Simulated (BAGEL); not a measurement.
**triplet F2: levels of theory compared**

We compute a comparison of 5 runs (UHF/STO-3G, UHF/3-21G, ROHF/6-31G*, ROHF/cc-pVTZ, UHF/cc-pVTZ) of triplet F2. 

The results are computed with BAGEL 1.2.2.

2 further runs of the same task are left out: 2 set aside as unsound or not needed. Runs told in other sessions of the task aren't counted.

**1. Starting point**

F2: 2 atoms, total charge 0, spin state triplet. As SMILES of the parent species, `FF`. Geometry: relaxed at PBE0-D4/def2-TZVP. That shape belongs to the parent species and isn't relaxed for this state.

Bond lengths: F1–F2 1.376 Å.

**2. The energy at UHF/STO-3G (density fitting with qzvpp-jkfit) (run 1)**

The input, calc.json:

```json
{ "bagel": [

{
  "title": "molecule",
  "basis": "sto-3g",
  "df_basis": "qzvpp-jkfit",
  "angstrom": true,
  "geometry": [
    { "atom": "F", "xyz": [      -0.583900,       0.212400,      -0.295000 ] },
    { "atom": "F", "xyz": [       0.583900,      -0.212400,       0.295000 ] }
  ]
},

{
  "title": "uhf",
  "nopen": 2
},

{
  "title": "print",
  "file": "orbitals.molden",
  "orbitals": true
}

]}
```

Run with:

```console
$ BAGEL_NUM_THREADS=1 BAGEL calc.json > calc.out
```

What it wrote:

```text
* using 1 threads per process

  ===============================================================
  ===============================================================

  *** Geometry ***

  { "atom" : "F", "xyz" : [     -1.103411,      0.401378,     -0.557469 ] },
  { "atom" : "F", "xyz" : [      1.103411,     -0.401378,      0.557469 ] },

  Number of auxiliary basis functions:      154

  Since a DF basis is specified, we compute 2- and 3-index integrals:
    o Being stored without compression. Storage requirement is 0.000 GB

  Number of basis functions:       10
  Number of electrons      :       18

    * METHOD: MOLECULE                             0.02

  *** Open-shell HF ***

  === Nuclear Repulsion ===
    31.1594507482

      * DIIS with orbital gradients will be used.

  === UHF iteration (sto-3g) ===
      0       -195.80086435          0.00191316           0.00
      1       -195.80089612          0.00045920           0.00
      2       -195.80089938          0.00014677           0.00
      3       -195.80089976          0.00000135           0.00
      4       -195.80089976          0.00000000           0.00
    * SCF iteration converged.

    * S^2 (UHF) is 2.0000

    * Permanent dipole moment:
           (    0.000000,    -0.000000,     0.000000) a.u.

    * METHOD: UHF                                  0.02

    * METHOD: PRINT                                0.00

  ===============================================================
```

It took 0.18 s on 1 thread of Arm Neoverse V1, shared host.

**3. The energy at UHF/3-21G (density fitting with qzvpp-jkfit) (run 2)**

The input, input.json:

```json
{ "bagel": [

{
  "title": "molecule",
  "basis": "3-21g",
  "df_basis": "qzvpp-jkfit",
  "angstrom": "true",
  "geometry": [
    { "atom": "F", "xyz": [   -0.583900,    0.212400,   -0.295000 ] },
    { "atom": "F", "xyz": [    0.583900,   -0.212400,    0.295000 ] }
  ]
},
{
  "title": "uhf",
  "nopen": 2
},
{
  "title": "print",
  "file": "orbitals.molden",
  "orbitals": "true"
}

]}
```

Run with:

```console
$ BAGEL_NUM_THREADS=1 BAGEL input.json > input.out
```

What it wrote:

```text
* using 1 threads per process

  ===============================================================
  ===============================================================

  *** Geometry ***

  { "atom" : "F", "xyz" : [     -1.103411,      0.401378,     -0.557469 ] },
  { "atom" : "F", "xyz" : [      1.103411,     -0.401378,      0.557469 ] },

  Number of auxiliary basis functions:      154

  Since a DF basis is specified, we compute 2- and 3-index integrals:
    o Being stored without compression. Storage requirement is 0.000 GB

  Number of basis functions:       18
  Number of electrons      :       18

    * METHOD: MOLECULE                             0.02

  *** Open-shell HF ***

  === Nuclear Repulsion ===
    31.1594507482

      * DIIS with orbital gradients will be used.

  === UHF iteration (3-21g) ===
      0       -197.48908140          0.03323662           0.00
      1       -197.51016622          0.00855515           0.00
      2       -197.51227494          0.00302016           0.00
      3       -197.51250271          0.00057969           0.00
      4       -197.51256943          0.00011558           0.00
      5       -197.51257131          0.00000342           0.00
      6       -197.51257131          0.00000075           0.00
      7       -197.51257131          0.00000020           0.00
      8       -197.51257131          0.00000001           0.00
    * SCF iteration converged.

    * S^2 (UHF) is 2.0133

    * Permanent dipole moment:
           (    0.000000,    -0.000000,     0.000000) a.u.

    * METHOD: UHF                                  0.04

    * METHOD: PRINT                                0.00

  ===============================================================
```

It took 0.18 s on 1 thread of Arm Neoverse V1, shared host.

Run 3 isn't shown in full; the table further down has it.

**4. A single-point energy at ROHF/cc-pVTZ (density fitting with qzvpp-jkfit) (run 4)**

The input, input.json:

```json
{ "bagel": [

{
  "title": "molecule",
  "basis": "cc-pvtz.json",
  "df_basis": "qzvpp-jkfit",
  "angstrom": true,
  "geometry": [
    { "atom": "F", "xyz": [      -0.583900,       0.212400,      -0.295000 ] },
    { "atom": "F", "xyz": [       0.583900,      -0.212400,       0.295000 ] }
  ]
},

{ "title": "rohf", "nopen": 2 },

{ "title": "print", "file": "orbitals.molden", "orbitals": true }

]}
```

The basis set cc-pVTZ is read from a file made from the Basis Set Exchange's data (not shown).

Run with:

```console
$ BAGEL_NUM_THREADS=1 BAGEL input.json > input.out
```

What it wrote:

```text
* using 1 threads per process

  ===============================================================
  ===============================================================

  *** Geometry ***

  { "atom" : "F", "xyz" : [     -1.103411,      0.401378,     -0.557469 ] },
  { "atom" : "F", "xyz" : [      1.103411,     -0.401378,      0.557469 ] },

  Number of auxiliary basis functions:      154

  Since a DF basis is specified, we compute 2- and 3-index integrals:
    o Being stored without compression. Storage requirement is 0.004 GB

  Number of basis functions:       60
  Number of electrons      :       18

    * METHOD: MOLECULE                             0.03

  *** Open-shell HF ***

  === Nuclear Repulsion ===
    31.1594507482

      * DIIS with orbital gradients will be used.

  === ROHF iteration (cc-pvtz.json) ===
      0       -198.56557707          0.02323188           0.01
      1       -198.60614073          0.00805157           0.01
      2       -198.60976116          0.00371639           0.01
      3       -198.61145138          0.00034943           0.01
      4       -198.61132271          0.00007196           0.01
      5       -198.61131607          0.00001825           0.01
      6       -198.61131565          0.00000131           0.01
      7       -198.61131571          0.00000031           0.01
      8       -198.61131575          0.00000008           0.01
      9       -198.61131576          0.00000002           0.01
     10       -198.61131576          0.00000000           0.01
    * SCF iteration converged.

    * S^2 (ROHF) is 2.0000

    * Permanent dipole moment:
           (    0.000000,    -0.000000,     0.000000) a.u.

    * METHOD: ROHF                                 0.13

    * METHOD: PRINT                                0.01

  ===============================================================
```

Run time: 0.3 s. Hardware: 1 thread of Arm Neoverse V1, shared host.

**5. The energy at UHF/cc-pVTZ (density fitting with qzvpp-jkfit) (run 5)**

The input, calc.json:

```json
{ "bagel" : [

{
  "title" : "molecule",
  "basis" : "cc-pvtz.json",
  "df_basis" : "qzvpp-jkfit",
  "angstrom" : "true",
  "geometry" : [
    { "atom" : "F", "xyz" : [   -0.583900,    0.212400,   -0.295000 ] },
    { "atom" : "F", "xyz" : [    0.583900,   -0.212400,    0.295000 ] }
  ]
},
{
  "title" : "uhf",
  "nopen" : 2
},
{
  "title" : "print",
  "file" : "orbitals.molden",
  "orbitals" : "true"
}

]}
```

The basis set cc-pVTZ is read from a file made from the Basis Set Exchange's data (not shown).

Run with:

```console
$ BAGEL_NUM_THREADS=1 BAGEL calc.json > calc.out
```

What it wrote:

```text
* using 1 threads per process

  ===============================================================
  ===============================================================

  *** Geometry ***

  { "atom" : "F", "xyz" : [     -1.103411,      0.401378,     -0.557469 ] },
  { "atom" : "F", "xyz" : [      1.103411,     -0.401378,      0.557469 ] },

  Number of auxiliary basis functions:      154

  Since a DF basis is specified, we compute 2- and 3-index integrals:
    o Being stored without compression. Storage requirement is 0.004 GB

  Number of basis functions:       60
  Number of electrons      :       18

    * METHOD: MOLECULE                             0.03

  *** Open-shell HF ***

  === Nuclear Repulsion ===
    31.1594507482

      * DIIS with orbital gradients will be used.

  === UHF iteration (cc-pvtz.json) ===
      0       -198.56557707          0.02323188           0.01
      1       -198.62494490          0.00827122           0.01
      2       -198.63391880          0.00392773           0.01
      3       -198.63553210          0.00055585           0.01
      4       -198.63584663          0.00015074           0.01
      5       -198.63588258          0.00003724           0.01
      6       -198.63588474          0.00000362           0.01
      7       -198.63588479          0.00000109           0.01
      8       -198.63588480          0.00000018           0.01
      9       -198.63588480          0.00000006           0.01
     10       -198.63588480          0.00000001           0.01
     11       -198.63588480          0.00000000           0.01
    * SCF iteration converged.

    * S^2 (UHF) is 2.0372

    * Permanent dipole moment:
           (    0.000000,    -0.000000,     0.000000) a.u.

    * METHOD: UHF                                  0.14

    * METHOD: PRINT                                0.01

  ===============================================================
```

Wall time 0.3 s (1 thread of Arm Neoverse V1, shared host).

**6. Overview of the runs**

```
run                                                                level  energy (Eh)  dipole moment (D)   ⟨S²⟩  wall time
  1                        UHF/STO-3G (density fitting with qzvpp-jkfit)  -195.800900               0.00  2.000     0.18 s
  2                         UHF/3-21G (density fitting with qzvpp-jkfit)  -197.512571               0.00  2.013     0.18 s
  3  ROHF/6-31G* (density fitting with qzvpp-jkfit, spherical functions)  -198.529075               0.00  2.000      0.2 s
  4                      ROHF/cc-pVTZ (density fitting with qzvpp-jkfit)  -198.611316               0.00  2.000      0.3 s
  5                       UHF/cc-pVTZ (density fitting with qzvpp-jkfit)  -198.635885               0.00  2.037      0.3 s
```

**7. Results**

```
            quantity          value
 run 5: total energy  -198.63588 Eh
run 5: dipole moment         0.00 D
         run 5: ⟨S²⟩          2.037
```

What this shows: In run 1 the basis is minimal, so the values are rough. All runs together took 1.2 s, the longest 0.3 s.
